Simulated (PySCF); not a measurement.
Structure from 2D NMR

Compound of formula C3H7F. Correlations simulated from computed shifts and couplings:

HSQC (one-bond C–H):
```csv
δH,δC,"1J(C,H) (Hz)"
4.81,90.4,151
1.20,24.5,133
```

COSY cross peaks (|J| ≥ 2 Hz):
```csv
δH,δH,abs. J (Hz),bonds
4.81,1.20,6.8,3
```

HMBC (two and three bonds, |J| ≥ 2.5 Hz):
```csv
δH,δC [abs. J in Hz]
1.20,"90.4 [3.4], 24.5 [5.1]"
```

[PySCF: geometry from PBE0-D3(BJ)/def2-SVP; shielding tensors at KT3/pcSseg-2 (GIAO); J: B3LYP/pcJ-1 (spin–dipole term only in couplings to heteroatoms); equivalent nuclei averaged; relativity neglected; a single conformation; gas phase]

References, each an isolated molecule treated in the same way: 1H, 13C against TMS.

Exchangeable hydrogens are left out of these lists, and C,H couplings along chains are those of one rotamer, so weak HMBC peaks may be missing or extra.

Problem. Work out the connectivity.

Solution. `CC(C)F`.

Structure with atom numbers: `[CH3:1][CH:2]([CH3:3])[F:4]`; H(Xn) means a hydrogen on atom n.

δC 90.4 is C2, an sp3 CH bonded to F (δH 4.81). δC 24.5 is C1/C3, a methyl carbon (δH 1.20). COSY links 4.81–1.20.

Common functionals overestimate the size of one-bond C–F couplings by tens of Hz; these are unscaled. Unscaled 3J(H,H) at this level run about 10 % above measured values. Shifts are as computed, not scaled to solution data. Of 1211 compounds with measured shifts, 218 miss one by over three times the rms of a fit or turn the order of signals round; such compounds aren't used in these exercises.
